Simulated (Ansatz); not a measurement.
# BF2: the cost of one run

All numbers are computed with Ansatz 0.2.0 through its Python package. The levels of theory stand in the script.

## 1. The structure

Bond lengths: F1–B2 1.219 Å, B2–F3 1.219 Å. Angles: F1–B2–F3 179.9°.

The script holds or builds the structure itself.

## 2. Script

Contents of run_basis.py:

```python
"""Basis-set convergence for BF2(+)."""

import ansatz as az

mol = (
    az.Crystal.molecule()
    .atom("F", [0.32737, 1.13387, 0.30568])
    .atom("B", [0.00074, -0.00032, 0.00037])
    .atom("F", [-0.32812, -1.13355, -0.30605])
)

model = mol.calculation().correlation("mp2").charge(1)

energies = {}
for basis in ["cc-pVDZ", "cc-pVTZ", "cc-pVQZ"]:
    data = model.basis(gaussian=basis).run().report
    size = data["n_frozen"] + data["n_occupied"][0] + data["n_virtual"][0]
    energies[basis] = (data["reference_energy_ev"] / 27.211386246, data["free_energy_ev"] / 27.211386246)
    print(f"{basis:14s} {size:4d} orbitals  reference {energies[basis][0]:14.6f} Ha  total {energies[basis][1]:14.6f} Ha")

# correlation energy at the basis limit from E(X) = E + A / X^3
small, large = (energies[b][1] - energies[b][0] for b in ("cc-pVTZ", "cc-pVQZ"))
limit = (4 ** 3 * large - 3 ** 3 * small) / (4 ** 3 - 3 ** 3)
print(f"correlation energy: {small:.6f} and {large:.6f} Ha, extrapolated {limit:.6f} Ha")
print(f"share caught by the larger set: {100 * large / limit:.1f} %")
```

## 3. Launch

Started as:

```console
> python run_basis.py
```

What time and memory should one allow on 1 thread of Arm Neoverse V1, shared host?

About 3.9 s, with a peak of 0.31 GiB.
